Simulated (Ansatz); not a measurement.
Born–Oppenheimer molecular dynamics of AlClFH (4 atoms, charge 0, multiplicity 1). It starts at the highest image of a converged band. Of that band: Neighbouring images differ by up to 1.4 eV, so the band resolves the path poorly. A vibrational analysis at the climbing image gives one clearly imaginary mode, 1028i cm⁻¹: a first-order saddle point.

Computed with RKS B3LYP-D4/6-31G* (Ansatz).

* ensemble: NVE (velocity Verlet)
* time step: 0.5 fs
* steps asked: 200
* starting velocities drawn for: 100 K
* seed: 9040

Frames 5 fs apart, positions in Å, forces in eV/Å.

Velocities at 40.0 fs (Å/ps):

```
Al -13.57 0.27 3.79
H 43.68 9.27 -76.18
Cl 7.07 -0.44 0.76
F 3.75 -0.05 -2.76
```

```xyz
4
Properties=species:S:1:pos:R:3:forces:R:3 time_fs=40.0 energy_less_start_eV=-0.775 T=3093
Al -0.647 0.012 0.558 -0.56 -0.01 -0.46
H 2.949 -0.176 1.337 -0.67 0.17 -1.06
Cl 2.312 -0.001 0.174 0.98 -0.17 0.91
F -0.942 -0.006 -1.116 0.25 0.01 0.61
4
Properties=species:S:1:pos:R:3:forces:R:3 time_fs=45.0 energy_less_start_eV=-0.794 T=3166
Al -0.717 0.013 0.574 -0.47 -0.02 -0.78
H 3.236 -0.144 1.056 0.69 -0.11 0.79
Cl 2.346 -0.003 0.174 -0.45 0.12 -0.93
F -0.921 -0.006 -1.125 0.24 0.02 0.92
4
Properties=species:S:1:pos:R:3:forces:R:3 time_fs=50.0 energy_less_start_eV=-0.669 T=2687
Al -0.792 0.014 0.584 -0.28 -0.01 -0.85
H 3.571 -0.128 0.905 -2.15 0.22 -1.27
Cl 2.381 -0.004 0.170 2.28 -0.22 1.19
F -0.898 -0.006 -1.123 0.15 0.01 0.94
4
Properties=species:S:1:pos:R:3:forces:R:3 time_fs=55.0 energy_less_start_eV=-0.726 T=2913
Al -0.869 0.015 0.586 -0.18 -0.01 -0.57
H 3.575 -0.076 0.544 3.00 -0.18 1.03
Cl 2.426 -0.006 0.171 -2.89 0.18 -1.10
F -0.873 -0.006 -1.109 0.07 0.01 0.64
4
Properties=species:S:1:pos:R:3:forces:R:3 time_fs=60.0 energy_less_start_eV=-0.708 T=2841
Al -0.947 0.016 0.583 -0.06 0.00 -0.10
H 3.859 -0.041 0.284 -2.45 0.06 -0.18
Cl 2.464 -0.008 0.169 2.49 -0.06 0.14
F -0.847 -0.006 -1.087 0.02 0.00 0.13
4
Properties=species:S:1:pos:R:3:forces:R:3 time_fs=65.0 energy_less_start_eV=-0.841 T=3348
Al -1.026 0.017 0.579 -0.09 0.01 0.35
H 3.763 0.001 0.015 1.03 0.01 -0.10
Cl 2.512 -0.010 0.167 -1.00 -0.01 0.09
F -0.820 -0.005 -1.064 0.06 0.00 -0.33
4
Properties=species:S:1:pos:R:3:forces:R:3 time_fs=70.0 energy_less_start_eV=-0.832 T=3312
Al -1.107 0.018 0.579 -0.08 0.01 0.41
H 3.801 0.051 -0.303 -1.04 -0.05 0.40
Cl 2.558 -0.013 0.166 1.06 0.05 -0.39
F -0.792 -0.005 -1.044 0.07 -0.01 -0.41
4
Properties=species:S:1:pos:R:3:forces:R:3 time_fs=75.0 energy_less_start_eV=-0.811 T=3234
Al -1.187 0.019 0.581 0.01 0.00 0.05
H 3.749 0.089 -0.544 -1.31 -0.12 0.80
Cl 2.606 -0.015 0.163 1.31 0.11 -0.78
F -0.764 -0.005 -1.030 -0.01 0.00 -0.06
4
Properties=species:S:1:pos:R:3:forces:R:3 time_fs=80.0 energy_less_start_eV=-0.821 T=3271
Al -1.268 0.020 0.584 0.19 -0.01 -0.46
H 3.522 0.119 -0.724 1.13 0.19 -1.21
Cl 2.658 -0.016 0.159 -1.15 -0.19 1.24
F -0.737 -0.005 -1.015 -0.18 0.01 0.43
4
Properties=species:S:1:pos:R:3:forces:R:3 time_fs=85.0 energy_less_start_eV=-0.687 T=2761
Al -1.347 0.021 0.583 0.38 -0.01 -0.82
H 3.446 0.167 -1.022 -1.41 -0.34 2.15
Cl 2.707 -0.019 0.158 1.37 0.34 -2.12
F -0.711 -0.004 -0.996 -0.35 0.02 0.78
4
Properties=species:S:1:pos:R:3:forces:R:3 time_fs=90.0 energy_less_start_eV=-0.744 T=2984
Al -1.422 0.022 0.575 0.47 -0.02 -0.87
H 3.135 0.162 -0.989 0.90 0.47 -2.96
Cl 2.762 -0.019 0.147 -0.96 -0.47 3.00
F -0.690 -0.004 -0.967 -0.42 0.02 0.84
4
Properties=species:S:1:pos:R:3:forces:R:3 time_fs=95.0 energy_less_start_eV=-0.733 T=2935
Al -1.494 0.023 0.559 0.41 -0.01 -0.64
H 2.892 0.201 -1.232 -0.21 -0.40 2.45
Cl 2.814 -0.021 0.145 0.14 0.40 -2.42
F -0.673 -0.003 -0.927 -0.34 0.02 0.60
```

Of the whole run (100 fs, mean temperature of the second half 3121 K): The conserved energy stayed within 0.48 meV per atom of its start (net change -0.43 meV per atom), so the integration is sound. The kinetic energy rose, since the run started high on the potential surface and went downhill. It ends in pieces (AlF + ClH), so much of that is their flight and rotation, not heat. A run of 0.1 ps of so small a system gives no equilibrium averages. The orbitals stay closed-shell, which can raise the energy where a bond breaks towards radicals; this wasn't checked here.

Time of the run: 3.7 min on 1 thread of Arm Neoverse V2 (shared host), peak memory 0.097 GiB.
